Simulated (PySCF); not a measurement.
Input of a run (PBE0-D3(BJ)/def2-TZVP geometry optimisation, gas phase (PySCF 2.14.0)), started from GFN2-xTB:
```
{"job": {"xc": "PBE0", "basis": "def2-TZVP", "d3": "d3bj", "grid": 2, "shake": 0.01, "kind": "geom"}, "charge": 0, "multiplicity": 1}
C      1.366760     0.277370    -0.311250
C      0.337780    -0.497120    -0.001210
C     -1.075590     0.000550     0.199350
F     -1.153610     1.327060     0.039510
F     -1.924210    -0.584560    -0.653270
F     -1.508790    -0.271410     1.442930
H      2.349630    -0.085100    -0.458040
H      1.225320     1.369710    -0.446400
H      0.440510    -1.553670     0.154640
```

Output (energies in Eh, forces in Eh/bohr):
```
step   0  E = -415.39712698  max force = 0.026201
step   1  E = -415.39582832  max force = 0.010052
step   2  E = -415.39775853  max force = 0.006040
step   3  E = -415.39825574  max force = 0.008163
step   4  E = -415.39851973  max force = 0.004063
step   5  E = -415.39865962  max force = 0.001597
step   6  E = -415.39873318  max force = 0.000437
step   7  E = -415.39875779  max force = 0.000340
step   8  E = -415.39881687  max force = 0.001317
step   9  E = -415.39883362  max force = 0.001028
step  10  E = -415.39883708  max force = 0.000545
step  11  E = -415.39883754  max force = 0.000101
optimisation converged
```

Question: Summarise the run.

Answer: The energy falls by 4.5 kJ/mol over 12 energy and gradient evaluations, the largest force component goes from 0.0262 to 1.0e-04 Eh/bohr, and the atoms move by 0.019 Å rms after alignment. The bond that changes most is C1–H8 (terminal =CH2 carbon to vinylic hydrogen), which shortens by 0.027 Å. Bonds longer at the end by more than 0.005 Å: 2 of 8; shorter: 2. Among the angles that change most is C2–C1–H7, from 123.6° to 120.9°. The energy rose by more than 1e-6 Eh at step 1.

Question: What are the final bond lengths?

Answer: C1=C2 1.320 Å, C2–C3 1.492 Å, C3–F4 1.335 Å, C3–F5 1.342 Å, C3–F6 1.342 Å, C1–H7 1.083 Å, C1–H8 1.083 Å, C2–H9 1.084 Å. Numbering counts from 1 in the input's order; the species is `C=CC(F)(F)F`.

The run used 204 basis functions and 85 SCF cycles in all.

Not checked by PBE0-D3(BJ)/def2-TZVP frequencies.

The values belong to the conformer `[CH2:1]=[CH:2][C:3]([F:4])([F:5])[F:6]`: C1–C2–C3–F4 0°.
